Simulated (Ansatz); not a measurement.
Ideal-gas functions of CH₄AlN (`[CH2]1[NH][AlH]1`) at 600 K and 1 bar, from an Ansatz frequency run at PBE0-D4/def2-TZVP.

Molar mass 57.03 g/mol, point group Cs (symmetry number 1), electronic degeneracy 1, moments of inertia 20.494, 50.236, 67.471 u Å². Harmonic wavenumbers (cm⁻¹, unscaled): 349, 456, 499, 627, 733, 791, 1000, 1021, 1107, 1179, 1488, 1982, 3041, 3096, 3647.

Use S(trans) = R[1.5 ln M + 2.5 ln T − 1.1517]; rotational temperatures θ = 24.2544 K / I; S(rot) = R[ln(√π/σ · √(T³/θAθBθC)) + 1.5]; for each mode x = 1.438777 ν̃/T, S = R[x/(eˣ − 1) − ln(1 − e⁻ˣ)] and H = RT x/(eˣ − 1); 1 cm⁻¹ = 0.0119627 kJ/mol; R = 8.31446 J/(mol·K).

**Question.** By hand: the entropy, in J/(mol·K).

**Answer.** Translation 173.8. Rotation: θ = 1.1835, 0.4828, 0.3595 K, giving 103.6. Vibration, mode by mode: 10.03, 7.97, 7.30, 5.67, 4.62, 4.14, 2.79, 2.68, 2.28, 1.99, 1.10, 0.42, 0.05, 0.04, 0.01, in all 51.1. Electronic 0.0. Sum 328.5 J/(mol·K).

**Question.** By hand: H − E and G − E in kJ/mol, counted from the electronic energy.

**Answer.** Zero-point energy ½ × 21016 × 0.0119627 = 125.7; thermal vibration 19.2; translation, rotation and pV give 4 RT = 20.0. H − E = 164.9 kJ/mol, and G − E = 164.9 − 600 × 328.5/1000 = -32.2 kJ/mol.

Vibration gives 16 % of the entropy.
